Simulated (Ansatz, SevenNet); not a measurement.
For rock-salt MgS, the machine-learned potential SevenNet-l3i5 (trained on PBE and PBE+U data) gives:

| Quantity | Result |
|---|---|
| lattice constant a | 5.228 Å |
| bulk modulus | 72.7 GPa |

Task: What does PBE0-D3(BJ) in Ansatz (plane waves, PAW) give for the same quantities?

Result: 
- lattice constant a: 5.120 Å (decreases by 2.1 %)
- bulk modulus: 87.6 GPa (grows by 20 %)

For comparison: lattice constant a 5.188 Å (measured, corrected for zero-point motion; as tabulated in Goldzak et al. (2022), arXiv:2208.04865); bulk modulus 81 GPa (measured, corrected for zero-point motion; as tabulated in Goldzak et al. (2022), arXiv:2208.04865).

Changes are worked out from the printed values.

Unless a cell is named, each level is at its own relaxed cell (SevenNet-l3i5 17.86, PBE0-D3(BJ) 16.78 Å³/atom).

Ansatz's density-functional and Hartree–Fock values are scalar-relativistic unless marked +SOC, with PAW data made under PBE.

Ansatz is a first-principles code.
